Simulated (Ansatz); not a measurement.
Input file:

```yaml
crystal:
  periodic: [false, false, false]
  atoms:
    - {symbol: C, position_ang: [0.000000, 0.000000, 1.682800]}
    - {symbol: Si, position_ang: [0.000000, 0.000000, -0.047400]}
    - {symbol: F, position_ang: [0.000000, 0.000000, -1.635400]}
basis:
  gaussian: {orbitals: STO-3G}
magnetization: {spin_polarized: false, initial_magnetization: 3}
correlation: {method: bccd_t, electrons: all, diis_vectors: 12}
scf: {lower_state_search: light}
output: {forces: true}
```

```sh
$ ansatz run in.yaml --threads 1 --pin off --events-out ev --progress --plain --max-ram 2393MiB
```

Question: Roughly how long does this take on 1 thread of Arm Neoverse V2, shared host, and how much host memory?

Answer: 3 s wall and 0.16 GiB.

```
229 factors; integrals over basis functions are off by at most 2.7e-5 eV
mean field evaluation 1: about -11445.5199 eV, gradient 1.6e1 eV
mean field evaluation 2: about -11445.5895 eV, gradient 1.6e1 eV
mean field evaluation 4: about -11447.0030 eV, gradient 6.8e-1 eV
mean field evaluation 8: about -11447.0071 eV, gradient 1.8e-2 eV
mean field evaluation 16: about -11447.1103 eV, gradient 8.4e-1 eV
mean field evaluation 32: about -11446.9304 eV, gradient 5.2e-1 eV
mean field evaluation 64: about -11447.3462 eV, gradient 5.7e0 eV
mean field evaluation 96: about -11447.6090 eV, gradient 1.9e-6 eV
mean field evaluation 128: about -11447.6028 eV, gradient 1.3e0 eV
mean field evaluation 160: about -11447.6332 eV, gradient 6.0e-6 eV
...
cycle   4  -3.62982882 eV  change   -8.6e-4 eV  update   1.5e-3
cycle   5  -3.62936289 eV  change    4.7e-4 eV  update   8.3e-4
cycle   6  -3.62958048 eV  change   -2.2e-4 eV  update   4.3e-4
cycle   7  -3.62966730 eV  change   -8.7e-5 eV  update   2.1e-4
cycle   8  -3.62966827 eV  change   -9.6e-7 eV  update   9.3e-5
cycle   9  -3.62963963 eV  change    2.9e-5 eV  update   4.5e-5
cycle  10  -3.62964350 eV  change   -3.9e-6 eV  update   2.0e-5
cycle  11  -3.62964614 eV  change   -2.6e-6 eV  update   1.0e-5
cycle  12  -3.62965124 eV  change   -5.1e-6 eV  update   5.0e-6
cycle  13  -3.62965662 eV  change   -5.4e-6 eV  update   2.7e-6
perturbative correction -0.46619230 eV, -0.0171322509 hartree
the calculation of the forces begins
Total energy: -11451.10296283 eV, -420.8202720478 hartree
Atom 0 at     0.000000     0.000000     1.682800 Å, force    -0.000000    -0.000000     5.198225 eV/Å
Atom 1 at     0.000000     0.000000    -0.047400 Å, force     0.000000     0.000000    -1.102773 eV/Å
Atom 2 at     0.000000     0.000000    -1.635400 Å, force    -0.000000    -0.000000    -4.095452 eV/Å
Dipole moment:    -0.000000    -0.000000    -0.325421 e Å
```

Forces (eV/Å):
```
C    0.000  0.000  5.198
Si   0.000  0.000 -1.103
F    0.000  0.000 -4.095
```
